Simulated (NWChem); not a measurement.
Correlation energy of C (+1)

```
C
```
Charge +1, spin multiplicity 2.

Everything below was run with NWChem.

Basis set: def2-TZVP. Each correlation energy counts from its own Hartree-Fock reference.

The correlated methods keep 1 core orbital frozen. No SCF solution was tested for a lower state. Open-shell Hartree-Fock references start from PBE0 orbitals. No row is a measurement; the coupled-cluster row has its own basis-set and correlation limits.

Q: One of these methods gave a correlation energy of -49.9 mHa. Which?
(A) CCSD on ROHF
(B) CCSD on UHF
(C) UMP2
(D) SCS-UMP2

A: C, UMP2. The others give -57.0 (SCS-UMP2), -78.2 (CCSD on ROHF), -73.9 (CCSD on UHF).
